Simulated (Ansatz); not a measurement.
**C8H8: basis-set convergence**

Aim: see how fast density functionals converge with the basis set for C8H8.

Computed with Ansatz 0.2.0, Gaussian basis. Level: one geometry, several basis sets.

Levels to be run: PBE0-D4/def2-SVP; ωB97M-V/def2-SVP; PBE0-D4/def2-QZVPP; ωB97M-V/def2-QZVPP; the functionals' def2-TZVPP values are taken from earlier runs.

### 1 Structure used throughout

The geometry comes from an earlier relaxation with PBE0-D4 in a triple-zeta def2 set; it is a stationary point, not always the lowest conformer.

SMILES `c1ccc2c(c1)CC2`, 16 atoms, charge 0, spin multiplicity 1.

Atoms are counted from 1 here; the program's logs count them from 0.

Bond lengths: C1–C2 1.393 Å, C1–C6 1.395 Å, C1–H9 1.084 Å, C2–C3 1.395 Å, C2–H10 1.084 Å, C3–C4 1.379 Å, C3–H11 1.084 Å, C4–C5 1.388 Å, C4–C8 1.512 Å, C5–C6 1.379 Å, C5–C7 1.512 Å, C6–H12 1.084 Å, C7–C8 1.568 Å, C7–H13 1.092 Å, C7–H14 1.092 Å, C8–H15 1.092 Å, C8–H16 1.092 Å. Angles: C2–C1–C6 121.8°, C2–C1–H9 118.8°, C6–C1–H9 119.4°, C1–C2–C3 121.8°, C1–C2–H10 118.8°, C3–C2–H10 119.4°, C2–C3–C4 115.9°, C2–C3–H11 120.9°, C4–C3–H11 123.2°, C3–C4–C5 122.3°, C3–C4–C8 144.2°, C5–C4–C8 93.4°, C4–C5–C6 122.3°, C4–C5–C7 93.4°, C6–C5–C7 144.2°, C1–C6–C5 115.9°, C1–C6–H12 120.9°, C5–C6–H12 123.2° and more.

### 2 PBE0-D4 in def2-SVP

Input file in.yaml:

```yaml
crystal:
  periodic: [false, false, false]
  atoms:
    - {symbol: C, position_ang: [0.364811, 1.967521, 0.769387]}
    - {symbol: C, position_ang: [-0.132958, 2.072199, -0.527696]}
    - {symbol: C, position_ang: [-0.464613, 0.945710, -1.280662]}
    - {symbol: C, position_ang: [-0.267905, -0.270947, -0.661918]}
    - {symbol: C, position_ang: [0.227902, -0.375218, 0.629875]}
    - {symbol: C, position_ang: [0.559221, 0.730595, 1.384332]}
    - {symbol: C, position_ang: [0.171824, -1.885845, 0.626404]}
    - {symbol: C, position_ang: [-0.386747, -1.768042, -0.834144]}
    - {symbol: H, position_ang: [0.606528, 2.875268, 1.311218]}
    - {symbol: H, position_ang: [-0.264499, 3.058469, -0.958953]}
    - {symbol: H, position_ang: [-0.851140, 1.043970, -2.289135]}
    - {symbol: H, position_ang: [0.947873, 0.666023, 2.394707]}
    - {symbol: H, position_ang: [-0.520366, -2.332885, 1.343619]}
    - {symbol: H, position_ang: [1.135216, -2.394490, 0.706652]}
    - {symbol: H, position_ang: [0.253959, -2.205855, -1.603031]}
    - {symbol: H, position_ang: [-1.401906, -2.149174, -0.966355]}
basis:
  gaussian: {orbitals: def2-SVP}
hamiltonian: {xc: pbe0, dispersion: d4}
output: {orbitals: {seedname: orbitals}}
```

Started as:

```sh
> ansatz run in.yaml --threads 2 --pin off --events-out ev --progress --plain --max-ram 20480MiB --backend cpu
```

After this run come: ωB97M-V in def2-SVP; PBE0-D4 in def2-QZVPP; ωB97M-V in def2-QZVPP.

**Question.** What will the summary of the whole plan be? Wanted: PBE0-D4: double and triple zeta above quadruple; ωB97M-V: double and triple zeta above quadruple.

As calculated:

```
                                       quantity          value
PBE0-D4: double and triple zeta above quadruple  9.27, 0.43 eV
ωB97M-V: double and triple zeta above quadruple  9.63, 0.40 eV
```

In words: For PBE0-D4 the step from double to triple zeta gains 8.83 eV and the next only 0.43 eV. These are total energies; as a rule much of such shifts cancels in differences, which this series doesn't test.
